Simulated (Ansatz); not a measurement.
Saddle point of BH5O, closed shell (BH₃O ([BH2][OH]) + H₂ → BH₃ + H₂O (still joined by a long B–O bond); bonds formed: B1–H6, O2–H5; bonds broken: H5–H6; bonds weakened to dative contacts: B1–O2), PBE0-D4/def2-TZVP structure:

B1  (-0.312, 0.321, -0.294)
O2  (0.782, -0.803, -0.125)
H3  (-1.050, 0.090, -1.203)
H4  (0.104, 1.427, -0.110)
H5  (-0.143, -0.613, 0.710)
H6  (-0.974, -0.015, 0.814)
H7  (1.593, -0.407, 0.208)
(Å)

Energies are electronic, without zero-point energy. Barriers and step energies count from the start structure reached by relaxing down the imaginary mode; all methods use the PBE0-D4 structures, on which another method's saddle can fall below an end. Ansatz 0.2.0; basis: def2-TZVPP, with def2-QZVPP for the basis limit; cores frozen in the correlated methods. B3LYP uses VWN-RPA correlation. Extrapolation: Hartree–Fock as exp(−7.88 √X), correlation as X^−2.97.

```csv
method,barrier (kcal/mol),step energy (kcal/mol)
SPW92,22.48,7.62
PBE-D4,32.14,14.33
BLYP-D4,39.33,18.68
r2SCAN-D4,35.20,14.96
B97M-V,38.52,15.37
PBE0-D4,34.56,13.34
B3LYP-D4,40.32,17.26
r2SCAN0-D4,36.72,14.06
BHLYP-D4,?,16.46
CAM-B3LYP-D4,39.63,15.80
wB97X-V,?,15.13
wB97M-V,39.01,15.10
B2PLYP,40.83,17.00
PBE-QIDH,?,13.64
RPA on PBE,41.29,16.56
HF,55.41,20.58
MP2,39.51,15.81
CCSD,42.38,15.70
CCSD(T),40.58,15.52
```

(1) Fill in the withheld barriers. (Judge from chemistry; the value comes from the calculation.)

T1 diagnostic: at most 0.015.

Results:

(1) By the calculation: PBE-QIDH 37.27; BHLYP-D4 43.60; wB97X-V 38.89 kcal/mol. Each is the energy of the saddle less that of the start structure, by the same method.

For comparison, the barrier by CCSD(T) at an estimated basis limit (MP2 extrapolated from triple and quadruple zeta, plus CCSD(T) − MP2 in triple zeta) is 40.65 kcal/mol.

Labels in which every atom is bracketed show which atoms are joined, not bond orders.

For scale, one of the runs: CCSD(T)/def2-TZVPP, 132 basis functions, launched by `ansatz run in.yaml --threads 2 --pin off --events-out ev --progress --plain --max-ram 4352MiB`. Time: 5.5 s of wall clock on 2 CPU threads of an Arm Neoverse V2; the host was shared. Peak host memory: 0.68 GiB.
